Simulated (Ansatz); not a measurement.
Relaxation of C₃H₅F (9 atoms, charge 0, multiplicity 1), to a largest force component of 0.015 eV/Å in at most 40 steps.

These are results of Ansatz 0.2.0, RKS B3LYP-D4/def2-SVP, not measurements.

```xyz
9
Properties=species:S:1:pos:R:3:forces:R:3
C -0.380 0.588 -0.874 0.56 -0.14 -0.37
C -0.413 -0.332 0.299 2.41 0.50 0.16
C 0.684 -0.612 1.040 -2.94 0.02 -0.93
F 1.828 -0.067 0.755 1.93 0.64 -0.18
H -0.726 0.060 -1.779 0.11 0.02 -0.13
H -1.075 1.403 -0.729 -0.53 0.64 0.09
H 0.619 1.037 -1.066 -0.35 -0.33 0.09
H -1.345 -0.760 0.529 -1.34 -0.86 0.62
H 0.683 -1.259 1.895 0.15 -0.50 0.66
```

**Question.** Where does it end, and by what steps?

**Answer.** The run converged. After 5 steps the energy has fallen by 0.145 eV; F4 moved furthest, 0.07 Å.

```json
{"step": "0", "energy less start (eV)": "0.0000", "largest force component (eV/Å)": "2.941", "accepted": "yes"}
{"step": "1", "energy less start (eV)": "-0.1207", "largest force component (eV/Å)": "1.197", "accepted": "yes"}
{"step": "2", "energy less start (eV)": "-0.1309", "largest force component (eV/Å)": "0.518", "accepted": "yes"}
{"step": "3", "energy less start (eV)": "-0.1432", "largest force component (eV/Å)": "0.183", "accepted": "yes"}
{"step": "4", "energy less start (eV)": "-0.1451", "largest force component (eV/Å)": "0.060", "accepted": "yes"}
{"step": "5", "energy less start (eV)": "-0.1454", "largest force component (eV/Å)": "0.013", "accepted": "yes"}
```

```xyz
9
Properties=species:S:1:pos:R:3
C -0.397 0.602 -0.895
C -0.395 -0.315 0.289
C 0.669 -0.604 1.035
F 1.884 -0.085 0.793
H -0.720 0.072 -1.808
H -1.103 1.438 -0.749
H 0.602 1.022 -1.076
H -1.333 -0.798 0.581
H 0.667 -1.275 1.900
```

Whether the end is a true minimum wasn't checked by a vibrational analysis.

Time of the run: 18 s on 1 thread of Arm Neoverse V1, on a shared host, peak memory 0.15 GiB.
